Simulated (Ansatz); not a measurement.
A made-up structure of CHOS, doublet:

C1  (0.134, 0.460, 0.024)
O2  (-0.874, -0.266, 0.522)
S3  (0.667, -1.134, 0.409)
H4  (1.480, -2.223, 0.353)
(Å)

It is relaxed with PBE-D4/def2-SVP and then PBE0-D4/def2-TZVP (Ansatz 0.2.0). Atoms count as bonded within 1.22 times the sum of their covalent radii (H–H: 0.88 Å). The end point is not checked to be a true minimum.

(1) Does its bonding change? (A judgement: the text doesn't fix the answer.)

Answers

(1) The calculation gives: Yes. Formed: none; broken: O2–S3.

Where it ends: The first stage lowers the energy by 5.33 eV in 13 steps. It ends as CHOS ([O][C][SH]):
```csv
atom,x (Å),y (Å),z (Å)
C1,0.0451,-0.1718,0.0906
O2,-0.9081,0.4626,0.3238
S3,0.5851,-1.6910,0.8286
H4,1.6845,-1.7628,0.0644
```

Labels in which every atom is bracketed show which atoms are joined, not bond orders.

For scale, one of the runs: PBE0-D4/def2-TZVP relaxation, 105 basis functions, launched by `ansatz run in.yaml --threads 2 --pin off --events-out ev --progress --plain --max-ram 4352MiB`. Hardware: 2 CPU threads of an Arm Neoverse V1, shared host. Wall time about 12 s.
